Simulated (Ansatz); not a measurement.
Gas-phase electronic energies from Ansatz, PBE0-D4/def2-TZVP geometries. CCSD(T)/CBS adds triple-zeta CCSD(T) − MP2 to the extrapolated MP2 energy (def2 sets, frozen cores). This one scheme is used for every species. Functionals use def2-TZVPP.

Consider the ligand exchange at a B–C bond: `BC#C` + `C=N` → `BN=C` + acetylene.

`BC#C`:

```xyz
6

B    -0.648    0.912    0.177
C     0.210   -0.296   -0.057
C     0.902   -1.270   -0.246
H    -1.715    0.792    0.698
H    -0.261    1.990   -0.158
H     1.512   -2.129   -0.413
```

`C=N`:

Z-matrix (Å, degrees):
```
C
N 1 1.261
H 1 1.096 2 124.9
H 1 1.092 2 118.8 3 -180.0
H 2 1.021 1 111.0 3 -0.0
```

`BN=C`:

```xyz
7

B    -0.548    0.506    1.068
N     0.020   -0.019   -0.040
C     0.542   -0.500   -1.057
H    -0.527   -0.132    2.081
H    -1.051    1.589    0.997
H     1.596   -0.327   -1.294
H    -0.032   -1.117   -1.755
```

`C#C`:

```xyz
4

C    -0.324    0.400    0.305
C     0.324   -0.400   -0.305
H    -0.902    1.111    0.848
H     0.902   -1.111   -0.848
```

```tsv
species	ωB97X-V energy (Eh)
`BC#C`	-102.78044
`C=N`	-94.63501
`BN=C`	-120.10744
`C#C`	-77.33252
```

(1) Work out ΔE.

Largest T1 diagnostic among the species: 0.016.

## Answers

(1) ΔE = (-120.10744) + (-77.33252) − (-102.78044) − (-94.63501) = -0.02451 Eh = -0.67 eV. CCSD(T)/CBS gives -0.66 eV.

At CCSD(T), def2-SVP lies −0.13 eV from the extrapolated value and def2-TZVPP +0.01 eV. From BLYP to BHLYP (50 % exact exchange), in def2-TZVPP and without D4, ΔE moves by +0.11 eV.
